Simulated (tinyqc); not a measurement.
Inside a calculation. Method: UHF in the sto-3g basis, for H2O, spin multiplicity 1. One step of it, computed by the program tinyqc.

Problem. Iteration 17 (converged): orbitals. Diagonalise F' = X^T F X, C = X C', fill 5 alpha and 5 beta electrons from the bottom; D(s) = C_occ C_occ^T. Each column has its largest component positive (the first on a tie).

converged F(alpha) (hartree):
```
             1O 1s      1O 2s     1O 2px     1O 2py     1O 2pz      2H 1s      3H 1s
1O 1s   -20.229349  -5.160847   0.000000   0.000000  -0.027198  -1.019121  -1.019121
1O 2s    -5.160847  -2.418647   0.000000   0.000000  -0.091495  -0.909816  -0.909816
1O 2px    0.000000   0.000000  -0.381143   0.000035   0.000000  -0.000006   0.000006
1O 2py    0.000000   0.000000   0.000035  -0.276716   0.000000  -0.393668   0.393668
1O 2pz   -0.027198  -0.091495   0.000000   0.000000  -0.305852  -0.318649  -0.318649
2H 1s    -1.019121  -0.909816  -0.000006  -0.393668  -0.318649  -0.488730  -0.288822
3H 1s    -1.019121  -0.909816   0.000006   0.393668  -0.318649  -0.288822  -0.488730
```

converged F(beta) (hartree):
```
             1O 1s      1O 2s     1O 2px     1O 2py     1O 2pz      2H 1s      3H 1s
1O 1s   -20.229349  -5.160847   0.000000   0.000000  -0.027198  -1.019121  -1.019121
1O 2s    -5.160847  -2.418647   0.000000   0.000000  -0.091495  -0.909816  -0.909816
1O 2px    0.000000   0.000000  -0.381143  -0.000035   0.000000   0.000006  -0.000006
1O 2py    0.000000   0.000000  -0.000035  -0.276716   0.000000  -0.393668   0.393668
1O 2pz   -0.027198  -0.091495   0.000000   0.000000  -0.305852  -0.318649  -0.318649
2H 1s    -1.019121  -0.909816   0.000006  -0.393668  -0.318649  -0.488730  -0.288822
3H 1s    -1.019121  -0.909816  -0.000006   0.393668  -0.318649  -0.288822  -0.488730
```

X:
```
            1O 1s      1O 2s    1O 2px     1O 2py     1O 2pz      2H 1s      3H 1s
1O 1s    1.023957  -0.140302  0.000000   0.000000  -0.008150   0.020879   0.020879
1O 2s   -0.140302   1.201476  0.000000   0.000000   0.083445  -0.260903  -0.260903
1O 2px   0.000000   0.000000  1.000000   0.000000   0.000000   0.000000   0.000000
1O 2py   0.000000   0.000000  0.000000   1.101728   0.000000  -0.211653   0.211653
1O 2pz  -0.008150   0.083445  0.000000   0.000000   1.038782  -0.121683  -0.121683
2H 1s    0.020879  -0.260903  0.000000  -0.211653  -0.121683   1.166305  -0.066500
3H 1s    0.020879  -0.260903  0.000000   0.211653  -0.121683  -0.066500   1.166305
```

Give: F' = X^T F X; orbital energies; coefficients C; F' = X^T F X; orbital energies; coefficients C; D(alpha) after iteration 17; D(beta) after iteration 17.

Solution.

F' = X^T F X (alpha) (hartree):
```
          1        2        3        4        5        6        7
1  -19.8517  -2.6928   0.0000   0.0000  -0.0531  -0.1375  -0.1375
2   -2.6928  -1.2561   0.0000   0.0000   0.1043  -0.4671  -0.4671
3    0.0000   0.0000  -0.3811   0.0000   0.0000   0.0000   0.0000
4    0.0000   0.0000   0.0000   0.0134   0.0000  -0.4533   0.4533
5   -0.0531   0.1043   0.0000   0.0000  -0.1856  -0.2965  -0.2965
6   -0.1375  -0.4671   0.0000  -0.4533  -0.2965   0.0041  -0.0782
7   -0.1375  -0.4671   0.0000   0.4533  -0.2965  -0.0782   0.0041
```

orbital energies (alpha) (hartree): MO1 -20.2379, MO2 -1.2281, MO3 -0.5941, MO4 -0.4254, MO5 -0.3811, MO6 0.5239, MO7 0.6898

coefficients C (alpha):
```
            MO1      MO2      MO3      MO4      MO5      MO6      MO7
1O 1s    0.9943  -0.2360   0.0000   0.0947   0.0000  -0.1260   0.0000
1O 2s    0.0254   0.8591   0.0000  -0.4913   0.0000   0.7914   0.0000
1O 2px   0.0000   0.0000  -0.0001   0.0000   1.0000   0.0000   0.0000
1O 2py   0.0000   0.0000   0.5938   0.0000   0.0000   0.0000   0.9751
1O 2pz   0.0035   0.1007   0.0000   0.7871   0.0000   0.6972   0.0000
2H 1s   -0.0053   0.1545   0.4460   0.2948   0.0001  -0.7598  -0.7783
3H 1s   -0.0053   0.1545  -0.4460   0.2948  -0.0001  -0.7598   0.7783
```

F' = X^T F X (beta) (hartree):
```
          1        2        3        4        5        6        7
1  -19.8517  -2.6928   0.0000   0.0000  -0.0531  -0.1375  -0.1375
2   -2.6928  -1.2561   0.0000   0.0000   0.1043  -0.4671  -0.4671
3    0.0000   0.0000  -0.3811   0.0000   0.0000   0.0000   0.0000
4    0.0000   0.0000   0.0000   0.0134   0.0000  -0.4533   0.4533
5   -0.0531   0.1043   0.0000   0.0000  -0.1856  -0.2965  -0.2965
6   -0.1375  -0.4671   0.0000  -0.4533  -0.2965   0.0041  -0.0782
7   -0.1375  -0.4671   0.0000   0.4533  -0.2965  -0.0782   0.0041
```

orbital energies (beta) (hartree): MO1 -20.2379, MO2 -1.2281, MO3 -0.5941, MO4 -0.4254, MO5 -0.3811, MO6 0.5239, MO7 0.6898

coefficients C (beta):
```
            MO1      MO2      MO3      MO4      MO5      MO6      MO7
1O 1s    0.9943  -0.2360   0.0000   0.0947   0.0000  -0.1260   0.0000
1O 2s    0.0254   0.8591   0.0000  -0.4913   0.0000   0.7914   0.0000
1O 2px   0.0000   0.0000   0.0001   0.0000   1.0000   0.0000   0.0000
1O 2py   0.0000   0.0000   0.5938   0.0000   0.0000   0.0000   0.9751
1O 2pz   0.0035   0.1007   0.0000   0.7871   0.0000   0.6972   0.0000
2H 1s   -0.0053   0.1545   0.4460   0.2948  -0.0001  -0.7598  -0.7783
3H 1s   -0.0053   0.1545  -0.4460   0.2948   0.0001  -0.7598   0.7783
```

D(alpha) after iteration 17:
```
          1O 1s    1O 2s  1O 2px   1O 2py   1O 2pz    2H 1s    3H 1s
1O 1s    1.0532  -0.2241  0.0000   0.0000   0.0543  -0.0138  -0.0138
1O 2s   -0.2241   0.9801  0.0000   0.0000  -0.3001  -0.0122  -0.0122
1O 2px   0.0000   0.0000  1.0000   0.0000   0.0000   0.0000   0.0000
1O 2py   0.0000   0.0000  0.0000   0.3526   0.0000   0.2648  -0.2648
1O 2pz   0.0543  -0.3001  0.0000   0.0000   0.6296   0.2476   0.2476
2H 1s   -0.0138  -0.0122  0.0000   0.2648   0.2476   0.3097  -0.0881
3H 1s   -0.0138  -0.0122  0.0000  -0.2648   0.2476  -0.0881   0.3097
```

D(beta) after iteration 17:
```
          1O 1s    1O 2s  1O 2px   1O 2py   1O 2pz    2H 1s    3H 1s
1O 1s    1.0532  -0.2241  0.0000   0.0000   0.0543  -0.0138  -0.0138
1O 2s   -0.2241   0.9801  0.0000   0.0000  -0.3001  -0.0122  -0.0122
1O 2px   0.0000   0.0000  1.0000   0.0000   0.0000   0.0000   0.0000
1O 2py   0.0000   0.0000  0.0000   0.3526   0.0000   0.2648  -0.2648
1O 2pz   0.0543  -0.3001  0.0000   0.0000   0.6296   0.2476   0.2476
2H 1s   -0.0138  -0.0122  0.0000   0.2648   0.2476   0.3097  -0.0881
3H 1s   -0.0138  -0.0122  0.0000  -0.2648   0.2476  -0.0881   0.3097
```
